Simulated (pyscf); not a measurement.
Single points on ωB97X-D3(BJ)/def2-SVP structures (PySCF, gas phase). Correlated levels are frozen-core, on RHF or UHF. ΔMP2 is the change of the MP2 total energy from the triple- to the quadruple-zeta basis.

Problem. For `[CH3][O][GeH3]` -> `[GeH2]` [singlet] + `[CH3][OH]`, a 1,1-elimination (singlet surface; Ge–O, Ge–H broken, H–O formed), PBE/def2-TZVP gives ΔE‡ = 2.15 eV and ΔE = +1.87 eV (zero: the reactant's lowest minimum found). In which direction and how far do r²SCAN/def2-TZVP, ωB97M-D3(BJ)/def2-TZVP, CCSD(T)/def2-TZVPP + ΔMP2(QZVPP) move these?

Solution. r²SCAN: ΔE‡ = 2.38 eV, ΔE = +2.14 eV; ωB97M-D3(BJ): ΔE‡ = 2.58 eV, ΔE = +1.86 eV; CCSD(T): ΔE‡ = 2.58 eV, ΔE = +2.00 eV. PBE's barrier lies under all of them, by 0.23 to 0.44 eV. Its reaction energy lies among theirs. On the product side the descent ends in an adduct with a Ge–O contact, 0.85 eV under the separated species and 1.44 eV under the saddle at ωB97X-D3(BJ)/def2-TZVP. What is counted as broken (Ge–O) persists as a longer contact in the product adduct; parting that adduct is a step of its own. At ωB97X-D3(BJ) the barrier from the zero used here is 2.71 eV. One saddle was located; it need not be the lowest between these sides. The CCSD(T) − MP2 part came from Ansatz, without density fitting, on the same reference. The frozen core leaves the outer d or s,p core shells of the metals and heavy elements correlated in the MP2 and CC values, and def2-TZVPP describes them poorly, which can shift differences by a few kcal/mol. Elements up to Kr have no core potential and no relativistic terms here.
